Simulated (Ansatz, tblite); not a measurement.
**Wurtzite GaN: properties by level of theory**

Reference values: lattice constant a 3.189 Å (measured, room temperature, not corrected to a static lattice; as tabulated in Lucero et al. (2012), arXiv:1111.4515); lattice parameter c 5.185 Å (measured, room temperature, no zero-point or thermal correction; as tabulated in Lucero et al. (2012), arXiv:1111.4515).

```tsv
level (code)	equilibrium lattice constant a (Å)	lattice parameter c (Å)
GFN2-xTB (tblite)	3.128	5.158
BLYP (Ansatz)	3.251	5.303
PBE-D4 (Ansatz)	3.185	5.189
r²SCAN-D4 (Ansatz)	3.172	5.166
r²SCANh (Ansatz)	3.176	5.169
```

Differences from the reference values (errors of the level alone only where the reference is corrected to a static lattice):

| level | lattice constant a (%) | lattice parameter c (%) |
|---|---|---|
| GFN2-xTB | -1.91 | -0.52 |
| BLYP | +1.94 | +2.28 |
| PBE-D4 | -0.13 | +0.08 |
| r²SCAN-D4 | -0.53 | -0.37 |
| r²SCANh | -0.41 | -0.31 |

Nearest: lattice constant a, not ranked (reference at room or unstated temperature); lattice parameter c, not ranked (reference at room or unstated temperature).

Caveats: the method was fitted mainly to molecules (GFN2-xTB); the run uses a supercell at the zone centre in place of a k mesh (GFN2-xTB). Ansatz's density-functional and Hartree–Fock values are scalar-relativistic unless marked +SOC, with PAW data made under PBE.

Differences are worked out from the printed values.

Static lattice: no zero-point or thermal effects.

Ansatz is an electronic-structure program.
